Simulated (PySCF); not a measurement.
Computed with PySCF and rigid-rotor harmonic-oscillator thermochemistry at 1 bar. 'Table' is the NASA 1993 thermochemical table (part measured, part estimated). S°(298 K) at PBE0/def2-TZVP differs from the NASA 1993 table for Li₃Cl₃ (+45 J/mol/K); whether the harmonic model or the table's entry is off was not settled. All species are closed-shell singlets. The harmonic model lacks anharmonicity and excited electronic states, which grow with temperature; levels with a mode under 35 cm⁻¹ are left out. Soft modes under 120 cm⁻¹ make the harmonic entropy rough for Li₃Cl₃. The table's entry may be an old estimate for Li₃Cl₃ (not checked at source).

Harmonic frequencies at PBE/def2-SVP (cm⁻¹): 96, 97, 104, 104, 158, 189, 302, 303, 328, 572, 616, 616. Point group D3h; S°(298 K) = 379.0 J/mol/K at this level.

Q: Work out Cp and S° of gaseous Li₃Cl₃ at 500, 800, 1200, 1600, 2000 K from these, and set them beside the table.

A: 
| T (K) | Cp PBE/def2-SVP | Cp table | S° PBE/def2-SVP | S° table |
|---|---|---|---|---|
| 500 | 125.5 | 119.1 | 441.5 | 393.3 |
| 800 | 129.9 | 127.0 | 501.7 | 451.4 |
| 1200 | 131.6 | 130.1 | 554.7 | 503.6 |
| 1600 | 132.2 | 131.4 | 592.7 | 541.3 |
| 2000 | 132.5 | 132.1 | 622.2 | 570.7 |
Units J/mol/K.
